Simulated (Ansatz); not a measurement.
**AlC, quartet: from triple and quadruple zeta to the limit**

```tsv
atom	x (Å)	y (Å)	z (Å)
Al	0.0000	0.0000	0.0000
C	0.0000	0.0000	1.9668
```

Ansatz 0.2.0, UHF determinant, valence electrons correlated. Energies in eV.

| set | X | functions | Hartree–Fock | MP2 correlation | CCSD(T) correlation | time |
| --- | --- | --- | --- | --- | --- | --- |
| def2-TZVPP | 3 | 73 | -7610.0297 | -3.5027 | -4.5034 | 6.5 s on 1 thread of Arm Neoverse N1, with other jobs on the host |
| def2-QZVPP | 4 | 127 | -7610.2357 | -3.7676 | -4.7233 | 51 s on 1 thread of Arm Neoverse N1, on a shared host |

Hartree–Fock is taken to follow E(X) = E∞ + A·exp(−7.88·√X), correlation E(X) = E∞ + B·X^−2.97.

Cautions: lower spins were not checked; raised T1 diagnostic.

Task: Work out the CCSD(T) energy at the limit, and how far the shortcut misses it that extrapolates MP2 and adds CCSD(T) minus MP2 from the smaller set.

Result: Hartree–Fock: E∞ = E4 + 0.1377·(E4 − E3) = -7610.2641. Correlation: E∞ = E4 + 0.7407·(E4 − E3) = -4.8862 for CCSD(T) and -3.9638 for MP2. The limit is -7615.1503 eV, 0.191 eV below def2-QZVPP. The shortcut gives a correlation energy of -3.9638 + (-1.0007) = -4.9645, 78 meV lower than the direct value.

Past Ne part of the Hartree–Fock step between the two sets comes from the cores, which don't follow the formula, so the 28 meV that it adds to the total can overshoot; that part largely cancels in differences.
